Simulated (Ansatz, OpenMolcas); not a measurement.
# HBS (hydrogen boron sulfide): the vertical energy of the triplet above the singlet, rung by rung

The species is HBS (3 atoms), meant as a singlet with charge 0. As SMILES, `B=S`. Geometry: relaxed at PBE0-D4/def2-TZVP.

```xyz
3

B    -0.0387   -0.0146    0.1348
S     0.3992    0.1476   -1.3933
H    -0.3605   -0.1331    1.2585
```

Quantity: the vertical energy of the triplet above the singlet, in eV. The values are calculated.

| level | kind | program | value (eV) | less FCI/STO-3G | CPU time (all runs) |
| --- | --- | --- | --- | --- | --- |
| BLYP/STO-3G | GGA | Ansatz | 5.53 | +0.33 | 27 s |
| revPBE/STO-3G | GGA | Ansatz | 5.52 | +0.32 | 24 s |
| BHLYP/STO-3G | global hybrid | Ansatz | 4.93 | -0.27 | 20 s |
| PBE0/STO-3G | global hybrid | OpenMolcas | 5.24 | +0.04 | 13 s |
| CAM-B3LYP/STO-3G | range-separated hybrid | Ansatz | 5.16 | -0.04 | 22 s |
| MRCI(2,2)/STO-3G | multireference | OpenMolcas | 5.46 | +0.26 | 7.6 s |
| CCSD(T)/STO-3G | coupled cluster or CI | Ansatz | 5.27 | +0.07 | 0.69 s |
| CCSDT(Q)/STO-3G | coupled cluster or CI | Ansatz | 5.19 | -0.01 | 2.5 s |
| FCI/STO-3G, open shells restricted | exact in the basis | OpenMolcas | 5.20 | 0.00 | 9.7 s |

FCI/STO-3G, open shells restricted is exact within its basis and frozen core, so for wave-function methods in that basis the difference is their error; functionals converge differently with the basis, so for them it is only a difference. The values span 4.93 to 5.53 eV. All rows use very small basis sets, so even the best lies far from the true value. CPU times are rough (shared hosts, several kinds of processor): they show what a rung costs within a factor of a few.
